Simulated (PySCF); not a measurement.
H4SO (singlet). Computed with PySCF, PBE0, basis S def2-TZVP, O def2-TZVP, H def2-TZVP (no relativity, density fitting).

Harmonic bands of its minimum:

```json
{"ω (cm⁻¹)": "484", "IR (km/mol)": "4.4"}
{"ω (cm⁻¹)": "1001", "IR (km/mol)": "4.1"}
{"ω (cm⁻¹)": "1077", "IR (km/mol)": "82.4"}
{"ω (cm⁻¹)": "1196", "IR (km/mol)": "153"}
{"ω (cm⁻¹)": "1204", "IR (km/mol)": "22.0"}
{"ω (cm⁻¹)": "1366", "IR (km/mol)": "28.6"}
{"ω (cm⁻¹)": "1441", "IR (km/mol)": "15.0"}
{"ω (cm⁻¹)": "1498", "IR (km/mol)": "0.0"}
{"ω (cm⁻¹)": "2203", "IR (km/mol)": "38.3"}
{"ω (cm⁻¹)": "2244", "IR (km/mol)": "464"}
{"ω (cm⁻¹)": "2397", "IR (km/mol)": "75.5"}
{"ω (cm⁻¹)": "2427", "IR (km/mol)": "93.0"}
```

Question: The central atom is S. Infer the point group and assign the bands.

Answer: C2v. The modes span 3b1 + 5a1 + 3b2 + a2: 484 b1, 1001 a1, 1077 b2, 1196 a1, 1204 b1, 1366 a1, 1441 b2, 1498 a2, 2203 a1, 2244 b2, 2397 b1, 2427 a1. The computed geometry has S–H 1.378 Å (×2), S–H 1.399 Å (×2), S–O 1.468 Å; H–S–H 89.0° (×4), H–S–H 91.8°, H–S–H 177.2°, H–S–O 91.4° (×2), H–S–O 134.1° (×2).

This need not be the most stable arrangement of these atoms.
